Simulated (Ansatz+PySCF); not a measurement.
The numbers below are computed, except where a source is named.
Input for Ansatz (development build ahead of 0.2.0):

```yaml
crystal:
  periodic: [false, false, false]
  atoms:
    - { symbol: "N", position_ang: [0.0, 0.0, -1.02636] }
    - { symbol: "N", position_ang: [0.0, 0.0, 1.02636] }
basis:
  gaussian: { orbitals: STO-3G }
total_charge: 1
magnetization:
  spin_polarized: true
  initial_magnetization: 1
hamiltonian:
  xc: pbe0
scf:
  omitted_lower_state_checks: [stability, starts, atomic_configurations, cluster_reference, orbital_swaps, given_window_search, neighbouring_geometries, increment]
```

The input is written out in the form of the current development build from the run's settings.

Output:

```
Converged                                                          : yes
Total energy                                                       : -107.17654 hartree
Spin squared of the determinant                                    : 0.750
Occupied orbitals by symmetry in an Abelian subgroup (alpha; beta) : 3 Ag 2 B1u 1 B2u 1 B3u; 3 Ag 2 B1u 1 B3u
```

This is not the lowest solution: another run reaches a determinant 3.30 eV lower.
